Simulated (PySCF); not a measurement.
# CH5NS (HS ... CH4N): the cost of one run

Computed with PySCF 2.14.0 and routines of our own; the level stands in each step. Atoms count from 0.

## 1. The system as given

8 atoms, charge 0, high-spin multiplicity 3; geometry from: GFN2-xTB fragments, placed rigidly.

The system (radical pair): HS···CH4N. The radical centres are 2.44 Å apart, edge to face; the spin sites are atoms 0, 1 (1 unpaired) and atoms 2, 3, 4, 5, 6, 7 (1 unpaired).

## 2. Magnetic exchange: CASSCF and SC-NEVPT2/def2-TZVP (2,2)

The job: settings as JSON, then the geometry in Å.

```
{"job": {"kind": "cas", "basis": "def2-TZVP", "active": "magnetic", "zfs": true}, "charge": 0, "high_spin_multiplicity": 3, "spin_sites": [[[0, 1], 1], [[2, 3, 4, 5, 6, 7], 1]]}
S      0.083800    -0.047500    -2.331600
H     -1.246700    -0.047500    -2.331600
C      0.083800    -0.047500     0.111900
N      0.372100     0.118900     1.465100
H      0.679900    -0.769500    -0.413200
H     -0.243700     0.829000    -0.414200
H     -0.284200     0.709300     1.957500
H      0.555000    -0.745400     1.956200
```

Method: CASSCF and SC-NEVPT2/def2-TZVP spin states, gas phase.

Command:

```console
$ OMP_NUM_THREADS=1 python exch_run.py task.json out
```

The driver reads the jobs from task.json and runs them one after another.

**Question.** How long does this first job take on 1 thread of Arm Neoverse V1, shared host?

About 4.8 s.
